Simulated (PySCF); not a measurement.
# Which determinant of LiP⁺ lies lowest?

Unrestricted PBE0; basis Li 6-31G(d,p), P 6-31G(d,p); no relativity; PySCF 2.14. Outer shells of the fragments: Li+ closed shells only; P 3s2 3p3.

Followed along the bond (rough minima from three points):

| 2Ms+1 | unpaired | ⟨S²⟩ at the start | R at minimum (Å) | Te (eV) |
| --- | --- | --- | --- | --- |
| 4 | σ ↑, π ↑↑ | 3.75 | 2.71 | 0.00 |
| 2 | σ ↓, π ↑↑ | 1.76 | 2.77 | 0.71 |
| 2 | σ ↑, π ↑↓ | 1.76 | 2.74 | 0.74 |
| 2 | π ↑ | 0.75 | 2.62 | 1.20 |

Solutions found at the starting distance of 2.450 Å, counted from the lowest of them; the search is not exhaustive and high or unbound solutions are not listed, so other states can lie among these:

| 2Ms+1 | unpaired | term | E (eV) | ⟨S²⟩ | ⟨Lz²⟩ | μ (D) |
| --- | --- | --- | --- | --- | --- | --- |
| 4 | σ ↑, π ↑↑ | ⁴Σ⁻ | 0.00 | 3.75 | 0.00 | -7.33 |
| 2 | σ ↓, π ↑↑ | mixed | 0.74 | 1.76 | 0.00 | -7.39 |
| 2 | σ ↑, π ↑↓ | mixed | 0.75 | 1.76 | 2.01 | -7.33 |
| 2 | π ↑ | ²Π | 1.18 | 0.75 | 1.00 | -7.08 |
| 2 | σ ↑ | mixed | 1.98 | 0.75 | 2.00 | -7.18 |
| 2 | π ↑ | ²Π | 2.76 | 0.75 | 1.01 | -7.28 |

A term symbol is given only where ⟨S²⟩ and ⟨Lz²⟩ are close to those of a pure state; real π, δ and φ orbitals otherwise mix terms. A positive dipole points towards P; it is taken about the centre of mass and depends on that origin.
